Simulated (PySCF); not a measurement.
# BH4P: the cost of one run

Programs: PySCF 2.14.0, with routines of our own; each step states its level. All values are computed. Atoms count from 0.

## 1. The system as given

6 atoms, charge -1, multiplicity 2; geometry from: GFN2-xTB.

## 2. Open-shell or spin-flip excitations: unrestricted TDDFT CAM-B3LYP/def2-SVPD in tetrahydrofuran

What the job is given:

```
{"job": {"kind": "uabs", "xc": "CAM-B3LYP", "basis": "def2-SVPD", "nstates": 10, "tda": false, "solvent": "tetrahydrofuran", "pol": false}, "charge": -1, "multiplicity": 2}
B     -0.902491     0.093313    -0.035002
P      0.832946     0.330178     0.540462
H     -1.760394     0.675020     0.547951
H     -1.179053    -0.614477    -0.956549
H      1.408352    -0.990303     0.544719
H      1.603762     0.508259    -0.663156
```

Method: unrestricted TDDFT CAM-B3LYP/def2-SVPD, vertical, IEF-PCM tetrahydrofuran (non-equilibrium linear response), core orbitals frozen in the response.

Started as:

```console
> OMP_NUM_THREADS=1 python excited_run.py task.json out
```

One launch serves the whole session: the jobs run in the order shown.

**Question.** How long does this first job take on 1 thread of Arm Neoverse V1, shared host, and how much memory does it need?

About 5.8 s, with a peak of 0.33 GiB.
